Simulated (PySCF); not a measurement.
Atom-mapped SMILES (the numbers label the heavy atoms): `[CH3:1][CH2:2][S:3][S:4][CH3:5]`; H(Xn) means a hydrogen on atom n.

[PySCF 2.14.0 with density-fitted response routines: shielding tensors at B97-2/pcSseg-2 (GIAO); coordinates at the PBE0-D3(BJ)/def2-TZVP level; gas phase; non-relativistic Hamiltonian; one averaged value for each set of equivalent atoms; one conformer]

δ = σ(ref) − σ, references computed at the same level: ¹³C and ¹H vs TMS; CS2 for ³³S.

| atoms | nucleus | count | δ (ppm) |
| --- | --- | --- | --- |
| S3 | ³³S | 1 | 105 |
| S4 | ³³S | 1 | 6 |
| H(C5) | ¹H | 3 | 2.10 |
| C2 | ¹³C | 1 | ? |
| C5 | ¹³C | 1 | 25.2 |
| H(C2) | ¹H | 2 | 2.38 |
| H(C1) | ¹H | 3 | 1.32 |
| C1 | ¹³C | 1 | ? |

Fill in the missing shifts.

Answers


- C2: 34.7 ppm, sp3 CH2 bonded to S
- C1: 15.8 ppm, methyl carbon; saturated and bonded to C and H only

Shifts are as computed. Against solution values, carbons near 30 ppm lie about +3 ppm off and those near 130 ppm about +7 ppm. Of 1211 compounds with measured shifts, 218 miss one by over three times the rms of a fit or turn the order of signals round; such compounds aren't used in these exercises.
